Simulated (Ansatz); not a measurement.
**doublet AlO₂: levels of theory in one basis**

```yaml
atoms:
  - { symbol: O, position_ang: [0.0000, 0.0000, -1.8040] }
  - { symbol: Al, position_ang: [0.0000, 0.0000, 0.0000] }
  - { symbol: O, position_ang: [0.0000, 0.0000, 1.8040] }
```

Basis set: def2-SVP (spherical functions). Frozen core: 7 orbitals. Correlation on ROHF uses semicanonical orbitals with singles. Charge 0, multiplicity 2.

Computed with Ansatz (development build ahead of 0.2.0); each method stands on the lowest determinant of its kind that the runs found.

| method | E − E(ROHF) (eV) | <S²> of the determinant |
| --- | --- | --- |
| ROHF | 0.00 | 0.75 |
| UHF | -0.49 | 1.46 |
| ROHF-MP2 | -11.33 | – |
| UHF-MP2 | -9.94 | 1.46 |
| ROHF-CCSD(T) | -11.97 | – |
| UHF-CCSD(T) | -11.95 | 1.46 |

**Question.** Is a single determinant a sound starting point here?

**Answer.** It is doubtful. Unrestricted orbitals lower Hartree–Fock by 0.49 eV and <S²> is 1.46 where a pure state has 0.75, a sign of strong static correlation.

Caution: the determinant may break the point group. Caution for UHF, UHF-MP2, UHF-CCSD(T): the unrestricted determinant is spin contaminated. Caution for ROHF-CCSD(T), UHF-CCSD(T): another reference gives a lower total.
